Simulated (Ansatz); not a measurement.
A made-up structure of C2H2B, doublet:

```tsv
atom	x (Å)	y (Å)	z (Å)
B1	-0.5123	-0.2900	0.4637
C2	-1.4413	-0.8194	1.3049
C3	0.3870	0.2200	-0.3504
H4	1.0112	-0.4050	-0.9897
H5	0.5555	1.2945	-0.4285
```

It is relaxed with PBE-D4/def2-SVP and then PBE0-D4/def2-TZVP (Ansatz 0.2.0). Atoms count as bonded within 1.22 times the sum of their covalent radii (H–H: 0.88 Å). The end point is not checked to be a true minimum.

Problem. Does its bonding change? (A judgement: the text doesn't fix the answer.)

Solution. By the calculation: No: no bond forms or breaks.

Where it ends: The first stage lowers the energy by 0.63 eV in 6 steps. It ends as C₂H₂B ([C][B][CH2]):
```
5
angstrom
B -0.5459 -0.3098 0.4934
C -1.5418 -0.8754 1.3951
C 0.4302 0.2442 -0.3892
H 1.0552 -0.3726 -1.0285
H 0.6024 1.3136 -0.4709
```

Labels in which every atom is bracketed show which atoms are joined, not bond orders.

For scale, one of the runs: PBE0-D4/def2-TZVP relaxation, 105 basis functions, launched by `ansatz run in.yaml --threads 2 --pin off --events-out ev --progress --plain --max-ram 4352MiB`. The run took about 24 s on 2 CPU threads of an Arm Neoverse V1 (shared host).
